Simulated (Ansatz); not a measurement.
Start from GaP in the zinc blende structure (space group F-43m, No. 216; a = 5.5065 Å).

The values are results of plane-wave PAW DFT at the PBE level (Ansatz, a program for electronic structure, 420 eV), scalar-relativistic without spin-orbit coupling, earlier PAW set, not measurements.

| level | band gap | lattice parameter a |
|---|---|---|
| PBE | 1.58 eV | 5.507 Å |

Measured: band gap 2.43 eV (static lattice; corrected from measurement; as listed in Wei Chen et al., Physical Review Materials (2018)); lattice parameter a 5.439 Å (static lattice; corrected from measurement; as listed in Daniel Mejia-Rodriguez, S. B. Trickey, Phys. Rev. B (2018)).

Computed minus measured — band gap: PBE -0.85 eV; lattice parameter a: PBE +1.2 %. A measured gap can be an optical one, lowered by exciton binding. Levels without spin-orbit coupling miss its lowering of the gap, often about a third of the valence-band splitting.

No phonon test of stability was made. The real GaP has an indirect gap at ambient pressure; PBE orders its close-lying valleys differently.
